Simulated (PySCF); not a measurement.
2-cyanoacetamide, C3H4N2O.
Numbering: `[N:1]#[C:2][CH2:3][C:4]([NH2:5])=[O:6]` (hydrogens: H7, H8 on C3; H9, H10 on N5)

Torsions of this conformer, `[N:1]#[C:2][CH2:3][C:4]([NH2:5])=[O:6]`: C2–C3–C4–N5 -31°, H–N5–C4–C3 8°, H–N5–C4–C3 179°.

The closed-shell ground state was solved at several levels (PySCF, density fitting, gas phase, non-relativistic). The structure is a single GFN2-xTB conformer in the gas phase; no vibrational or solvent corrections.

```json
{"level": "B3LYP/pcJ-1", "basis functions": "202", "total energy (Eh)": "-301.4684", "HOMO (eV)": "-7.77", "LUMO (eV)": "-0.22", "gap (eV)": "7.55", "dipole (D)": "1.79"}
{"level": "PBE0/pcSseg-1", "basis functions": "122", "total energy (Eh)": "-301.0814", "HOMO (eV)": "-8.07", "LUMO (eV)": "0.05", "gap (eV)": "8.12", "dipole (D)": "1.80"}
```

Q: What might B3LYP/def2-SVPD (155 basis functions) give for the same quantities?

A: Total energy -301.2526 Eh, HOMO -7.92 eV, LUMO -0.52 eV, gap 7.40 eV, dipole 1.78 D.

Q: Over all these levels, which gives the widest orbital gap and which the narrowest?

A: PBE0/pcSseg-1 (global hybrid, 25 % exact exchange) has the widest, 8.12 eV, and B3LYP/def2-SVPD (global hybrid, 20 % exact exchange) the narrowest, 7.40 eV. Functional and basis both differ between the two, so the spread mixes both effects.

Q: How far do the dipole and the HOMO energy spread over the levels?

A: The dipole runs from 1.78 to 1.80 D (mean 1.79 D) and the HOMO from -8.07 to -7.77 eV.
